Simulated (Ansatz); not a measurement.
Ansatz (a quantum-chemistry and plane-wave program) input (RI-MP2/cc-pVTZ):
A basis named .json is the Basis Set Exchange file of that set.

Ansatz 0.2 input:
```yaml
crystal:
  periodic: [false, false, false]
  atoms:
    - {symbol: C, position_ang: [1.26685564, 0.06866209, -0.09502111]}
    - {symbol: C, position_ang: [0.00340786, -0.07066892, 0.38584788]}
    - {symbol: C, position_ang: [-1.26850322, -0.03449626, -0.09152220]}
    - {symbol: H, position_ang: [1.52547013, -0.14430834, -1.14291967]}
    - {symbol: H, position_ang: [2.10459149, 0.36655019, 0.53354538]}
    - {symbol: H, position_ang: [-1.54432028, 0.53520516, -0.99135246]}
    - {symbol: H, position_ang: [-2.09630303, -0.53842847, 0.40489928]}
basis:
  gaussian:
    orbitals: cc-pVTZ
    fitting: {mean_field: def2-universal-jkfit, correlation: cc-pVTZ-RIFIT.json}
total_charge: -1
magnetization: {spin_polarized: true, initial_magnetization: 1}
correlation: {method: mp2, electrons: outside_noble_gas}
```

Output:

```
Functional definition: HF
integrals: 0.06 GiB planned
297 factors; integrals over basis functions are off by at most 9.6e-1 eV
363 factors; integrals over basis functions are off by at most 6.7e-1 eV
mean field: 0.25 GiB planned
mean field evaluation 1: about -3150.2641 eV, gradient 1.4e1 eV
mean field evaluation 2: about -3151.6558 eV, gradient 4.2e0 eV
mean field evaluation 4: about -3151.8575 eV, gradient 5.7e-1 eV
mean field evaluation 8: about -3151.8685 eV, gradient 1.2e-5 eV
mean field evaluation 16: about -3151.8265 eV, gradient 8.5e-1 eV
mean field -3151.86852877 eV, -115.8290320190 hartree, gradient 1.3e-6 eV, S^2 0.773313; 2 other end points of the search recorded, 0 dependent functions left out
3 core orbitals not correlated
reference -3151.86852877 eV, -115.8290320190 hartree; 9, 8 occupied and 134, 135 virtual orbitals, 363 factors
second order -13.45046808 eV of doubles, -0.00000000 eV of singles
Total energy: -3165.31899685 eV, -116.3233276040 hartree
```
